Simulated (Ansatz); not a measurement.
Sn under compression and expansion

```cif
data_structure
_symmetry_space_group_name_H-M 'Fd-3m:1'
_symmetry_Int_Tables_number 227
_cell_length_a 6.6557
_cell_length_b 6.6557
_cell_length_c 6.6557
_cell_angle_alpha 90.000
_cell_angle_beta 90.000
_cell_angle_gamma 90.000
_cell_volume 294.84
loop_
_atom_site_label
_atom_site_type_symbol
_atom_site_symmetry_multiplicity
_atom_site_Wyckoff_symbol
_atom_site_fract_x
_atom_site_fract_y
_atom_site_fract_z
_atom_site_occupancy
Sn1 Sn 8 b 0.00000 0.00000 0.50000 1
```

The runs use the primitive cell with vectors (0.000, 3.328, 3.328), (3.328, 0.000, 3.328), (3.328, 3.328, 0.000) Å, to which the k mesh refers.

The structure comes from a relaxation in the same program, started in the diamond type, and has space group Fd-3m. Whether it is a known phase or the ground state wasn't checked.

Spin–orbit coupling is left out, though it moves levels of the heavy atoms by tenths of an eV or more.

All numbers are computed: DFT, PBE, all-electron LAPW, scalar-relativistic (Ansatz 0.2.0); DFT, PBE, PAW with Ansatz's default frozen-core files, scalar-relativistic (Ansatz 0.2.0).

For LAPW: a Γ-centred 9×9×9 k mesh, Fermi–Dirac smearing of 0.05 eV, basis error target 0.5 meV/atom, no spin polarisation. PAW takes a cutoff of 420 eV at this cell. The Ansatz runs share mesh, smearing and spin set-up. Plane-wave (PAW) pressures include the program's estimate of the Pulay term.

The cell above is scaled evenly, with fractional coordinates and shape held.

```tsv
V/V(cell)	V (Å³/atom)	P, LAPW (GPa)	P, PAW (GPa)
0.9405	34.662	2.54	2.54
0.9700	35.749	1.17	1.18
1.0000	36.855	0.02	0.01
1.0300	37.960	-0.96	-0.96
1.0600	39.066	-1.77	-1.78
```

Problem. What do Birch–Murnaghan fits to the pressures give?

Solution. LAPW: V0 = 36.87 Å³/atom, B0 = 35 GPa, B0′ = 4.9; PAW: V0 = 36.87 Å³/atom, B0 = 35 GPa, B0′ = 4.9.

PAW's V0 lies 0.00 % from the all-electron value and its B0 0.1 %. Symmetry fixes shape and coordinates here, so this is the relaxed modulus.
